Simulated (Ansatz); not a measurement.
What a trial cell of Ni2O relaxes into

The calculation used Ansatz 0.2.0, DFT PBE, scalar-relativistic, plane waves, PAW. Cutoff 420 eV, Γ-centred k mesh, Gaussian smearing, collinear spin, first started from parallel moments.

The start puts Ni2O on the Cu2Sb structure type (P4/nmm, No. 129), with O in place of Sb, Ni in place of Cu, at a guessed volume.

```xyz
6
Lattice="3.1991 0.0000 0.0000 0.0000 3.1991 0.0000 0.0000 0.0000 4.8812" Properties=species:S:1:pos:R:3 pbc="T T T"
Ni    0.0000    0.0000    0.0000
Ni    1.5996    1.5996    0.0000
Ni    0.0000    1.5996    1.3179
Ni    1.5996    0.0000    3.5633
O     0.0000    1.5996    3.4168
O     1.5996    0.0000    1.4644
```

Cell and atoms relax at zero pressure; the relaxation can't lower the symmetry of the start. After a coarse first stage the cell is made exact in the group found at 0.06 Å.

The zero of energy is the elements' standard structures at the same level (O₂ as a molecule); no fitted shifts are applied.

Describe the relaxed structure.

It ends in P4/mmm (No. 123). Conventional cell: a = 2.874 Å, c = 3.747 Å. Ni on Wyckoff site a (1 atom of the primitive cell) is coordinated by 4 O at 2.03 Å; Ni on Wyckoff site d (1 atom of the primitive cell) has 2 O at 1.87 Å; O has 2 Ni at 1.87 Å and 4 Ni at 2.03 Å.

Space group P4/mmm (No. 123). a = 2.874 Å, b = 2.874 Å, c = 3.747 Å, α = 90.00°, β = 90.00°, γ = 90.00°
```tsv
atom	site	symmetry	x	y	z
Ni	1a	4/mmm	0.0000	0.0000	0.0000
Ni	1d	4/mmm	0.5000	0.5000	0.5000
O	1c	4/mmm	0.5000	0.5000	0.0000
```

What are its volume, energy, gap and moment?

The volume per atom is 10.31 Å³. The density is 7.16 g/cm³. The energy over the elements is -0.19 eV/atom and the gap on the 16×16×12 mesh is 0 eV (a metal). The net moment per atom is 0.34 μB and the largest site moment is 0.63 μB.

The final run used a 16×16×12 mesh on its 3-atom cell and 0.10 eV smearing. For metals, differences of a few meV/atom aren't resolved. Symmetry constrained the relaxation, so the result can be a saddle point.

Cost: 3 runs of about 7.4 core-minutes in all, on Intel Xeon 6975P-C (Granite Rapids) (shared hosts).